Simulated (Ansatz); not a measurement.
S3⁻, relaxed as a quartet with UKS r2SCAN-D4/def2-TZVPD in Ansatz, starting from the r2SCAN-D4/def2-TZVPD geometry of the charge -1 doublet. Force threshold 0.02 eV/Å.

The relaxation made no stability test and no search for a lower SCF solution. At r2SCAN-D4/def2-TZVPD a doublet of charge -1 lies 1.72 eV below the quartet, each at its own geometry. The structure comes from a short search, and lower isomers may exist.

Start:

Cartesian coordinates in Å:
```
S -1.3635 0.5026 -0.9350
S 0.9912 -1.1011 0.8895
S 0.3723 0.5985 0.0455
```

(1) Estimate the energy that the relaxation releases and the steps that it takes.

(2) Does the start keep its bonding and symmetry?

(3) Predict the relaxed structure.

Results:

(1) 162.9 kJ/mol, in 8 steps; 23 s on 4 threads of Arm Neoverse V1 on a shared host. No frequencies were taken in this run, so the end may be a saddle point.

(2) By distances, no bond broke or formed. The bond that changes most is S2–S3, from 2.00 to 2.09 Å (atoms count from 1). Point group C2v at the start, D∞h at the end, both within 0.05 Å.

(3) 
```xyz
3

S    -1.4558    0.9942   -1.1288
S     1.4557   -0.9945    1.1288
S     0.0002    0.0004    0.0000
```
Bond lengths: 2 × S–S 2.09 Å.
